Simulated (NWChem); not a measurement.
Molecule: methanethiol (CH4S); SMILES CS

```xyz
6

C      0.0118     1.1488     0.0000
S      0.0686    -0.6625     0.0000
H     -0.4794     1.5445     0.8999
H      1.0567     1.4884     0.0000
H     -0.4794     1.5445    -0.8999
H     -1.2656    -0.8692     0.0000
```
Atoms are numbered in this order, from 1.

Results from NWChem. Geometry: optimised at PBE0/def2-SVP.

### Question
Predict the results for PBE0/cc-pVQZ. Quantities: highest occupied level (eV); orbital gap (eV); dipole (D).

### Answer
| Property | Value |
|---|---|
| highest occupied level (eV) | -6.82 |
| orbital gap (eV) | 7.08 |
| dipole (D) | 1.56 |
